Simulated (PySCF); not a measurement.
CH₆Si, SMILES C[SiH3]. Atoms are numbered in the order given.

```xyz
8

Si     0.0000     0.0000    -0.6340
C      0.0000     0.0000     1.2421
H      1.2024    -0.6942    -1.1564
H      0.0000     1.3884    -1.1564
H     -1.2024    -0.6942    -1.1564
H      0.0000    -1.0198     1.6311
H     -0.8832     0.5099     1.6311
H      0.8832     0.5099     1.6311
```

Coordinates come from a B3LYP-D3(BJ)/def2-TZVP optimisation. The isomer is the one that the SMILES or the coordinates give; other isomers of the formula were not compared.

All values below come from PBE/pcJ-1 (PySCF).

Isotropic couplings with Fermi-contact, spin-dipole and both spin-orbit terms, one fixed conformer, no vibrational averaging. Isotopes: 13C, 1H, 29Si.

| pair | bonds apart | J (Hz) |
|---|---|---|
| Si1–C2 | 1 | -39.6 |
| Si1–H3 | 1 | [?] |
| Si1–H4 | 1 | [?] |
| Si1–H5 | 1 | [?] |
| C2–H6 | 1 | 120.4 |
| C2–H7 | 1 | 120.4 |
| C2–H8 | 1 | 120.4 |
| Si1–H6 | 2 | [?] |
| Si1–H7 | 2 | [?] |
| Si1–H8 | 2 | [?] |
| C2–H3 | 2 | 3.7 |
| C2–H4 | 2 | 3.7 |
| C2–H5 | 2 | 3.7 |
| H3–H4 | 2 | 1.2 |
| H3–H5 | 2 | 1.2 |
| H4–H5 | 2 | 1.2 |
| H6–H7 | 2 | -13.2 |
| H6–H8 | 2 | -13.1 |
| H7–H8 | 2 | -13.1 |
| H3–H6 | 3 | [?] |
| H3–H7 | 3 | [?] |
| H3–H8 | 3 | [?] |
| H4–H6 | 3 | [?] |
| H4–H7 | 3 | [?] |
| H4–H8 | 3 | [?] |
| H5–H6 | 3 | [?] |
| H5–H7 | 3 | [?] |
| H5–H8 | 3 | [?] |

Q: Some entries are withheld; supply them. (An estimate is asked for; the answer gives what the named calculation found.)

A: 
- Si1–H3, J (Hz): -184.8
- Si1–H4, J (Hz): -184.8
- Si1–H5, J (Hz): -184.8
- Si1–H6, J (Hz): 5.2
- Si1–H7, J (Hz): 5.2
- Si1–H8, J (Hz): 5.2
- H3–H6, J (Hz): 1.0
- H3–H7, J (Hz): 12.0
- H3–H8, J (Hz): 1.0
- H4–H6, J (Hz): 12.0
- H4–H7, J (Hz): 1.0
- H4–H8, J (Hz): 1.0
- H5–H6, J (Hz): 1.0
- H5–H7, J (Hz): 1.0
- H5–H8, J (Hz): 12.0
